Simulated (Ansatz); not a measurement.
B20 (FeSi-type) FeSi was calculated with LDA in Ansatz (plane waves, PAW).

Settings: plane-wave cutoff 520 eV, 8×8×8 k mesh, Fermi–Dirac smearing 0.01 eV, no spin polarisation, scalar-relativistic PAW data made under PBE.

Cell (relaxed at this level):

FeSi is taken in the cubic space group P2₁3 (No. 198), Pearson symbol cP8. Conventional cell: a = 4.369 Å, b = 4.369 Å, c = 4.369 Å, α = 90.00°, β = 90.00°, γ = 90.00°. Fe on 4a is surrounded by 4 Si at 2.240–2.271 Å and 3 Si at 2.452 Å and 6 Fe at 2.679 Å. Si on 4a is surrounded by 4 Fe at 2.240–2.271 Å and 3 Fe at 2.452 Å. (Neighbours: up to the widest gap in distance over summed covalent radii, below 1.35, at either atom; cation-cation and far metal-metal contacts left out.)

### Question
Estimate the band gap, smallest direct gap on the k points sampled and direct gap at Γ that the calculation returns.

### Answer

- band gap = 0.12 eV (indirect)
- smallest direct gap on the k points sampled = 0.17 eV
- direct gap at Γ = 0.75 eV

Measured, for comparison: band gap 0.05 eV (temperature not stated, no zero-point or thermal correction, indirect, transport; lower end of the printed range; as tabulated in Tomczak (2018), arXiv:1802.07220).

Computed values are for the static lattice.

It cost very roughly 3 core-minutes of CPU time.

Ansatz is a first-principles code.
